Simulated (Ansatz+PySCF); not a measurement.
Results of a calculation; reference values are marked as such.
## Several solutions for quartet H2NO in separate pieces

| atom | x (Å) | y (Å) | z (Å) |
| --- | --- | --- | --- |
| O | 0.0000 | 0.0000 | -0.3906 |
| H | 0.0000 | 0.0000 | 3.1246 |
| N | 30.0000 | 0.0000 | -0.1308 |
| H | 30.0000 | 0.0000 | 0.9159 |

Basis set: 6-31G (spherical functions). Charge 0, multiplicity 4.

ROHF was run from several starts with Ansatz (development build ahead of 0.2.0) and PySCF 2.14.0.

```csv
run,program,start,converged,energy (hartree),<S²>
A,Ansatz,"atomic start, no search",yes,-130.09229,3.75
B,PySCF,program defaults,yes,-130.09224,3.75
C,PySCF,"guess huckel, instabilities followed",yes,-130.09229,3.75
D,Ansatz,stability test followed,yes,-130.09229,3.75
E,PySCF,"guess atom, instabilities followed",yes,-130.09229,3.75
F,PySCF,"guess minao, instabilities followed",yes,-130.09229,3.75
G,PySCF,"guess 1e, instabilities followed",yes,-130.09229,3.75
H,Ansatz,search for the lowest state,yes,-130.11193,3.75
```

Problem. Which runs reached the lowest solution of this kind, and what is wrong with the others?

Solution. H reached the lowest solution found. Converged but too high: A by 0.53 eV, B by 0.54 eV, C by 0.53 eV, D by 0.53 eV, E by 0.53 eV, F by 0.53 eV, G by 0.53 eV. Convergence only shows a stationary point, and even a stable one can lie too high; stability tests and further starts are what find lower ones. Caution: this determinant is likely not that of the ground state. Caution: an unrestricted determinant lies well below (2.98 eV lower).
